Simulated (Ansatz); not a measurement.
Relaxation of CH8AlP (11 atoms, charge 0, multiplicity 1), to a largest force component of 0.03 eV/Å in at most 50 steps.

The calculation used Ansatz 0.2.0, RKS PBE0-D4/6-31G*.

```xyz
11
Properties=species:S:1:pos:R:3:forces:R:3
Al 0.011 -0.681 -0.287 0.06 0.39 -0.07
C -0.083 0.020 2.800 -0.08 -0.25 -0.12
H -0.926 0.326 3.424 0.02 0.02 -0.02
H 0.830 -0.034 3.399 -0.01 0.02 -0.02
H 0.060 0.765 2.007 0.00 0.00 0.02
H 1.450 -0.004 -0.319 0.04 -0.02 0.01
H -1.267 0.138 -0.759 -0.06 0.02 -0.01
P -0.282 -2.816 0.502 -0.02 -0.59 -0.06
H -0.970 -3.336 -0.630 -0.01 0.03 0.00
H 0.994 -3.310 0.112 0.00 -0.01 0.01
H -0.297 -0.982 2.386 0.06 0.39 0.26
```

**Question.** Where does it end, and by what steps?

**Answer.** The forces met the threshold. After 13 steps the energy has fallen by 0.087 eV; H10 moved furthest, 0.49 Å.

```tsv
step	energy less start (eV)	largest force component (eV/Å)	accepted
0	0.0000	0.590	yes
1	-0.0485	0.209	yes
2	-0.0678	0.319	yes
3	-0.0750	0.371	yes
4	-0.0799	0.205	yes
5	-0.0721	0.315	no
6	-0.0838	0.052	yes
7	-0.0847	0.036	yes
8	-0.0854	0.042	yes
9	-0.0858	0.036	yes
10	-0.0858	0.090	yes
11	-0.0863	0.096	yes
12	-0.0868	0.043	yes
13	-0.0870	0.019	yes
```

```xyz
11
Properties=species:S:1:pos:R:3
Al 0.119 -0.792 -0.037
C -0.142 0.161 2.761
H -0.877 0.389 3.537
H 0.869 0.328 3.135
H -0.330 0.827 1.911
H 1.586 -0.179 0.043
H -1.133 0.096 -0.466
P -0.201 -3.074 0.349
H -1.083 -3.279 -0.749
H 0.969 -3.491 -0.346
H -0.258 -0.899 2.498
```

Time of the run: 57 s on 1 thread of Intel(R) Xeon(R) Platinum 8259CL CPU @ 2.50GHz (Skylake/Cascade Lake), on a shared host, peak memory 0.16 GiB.
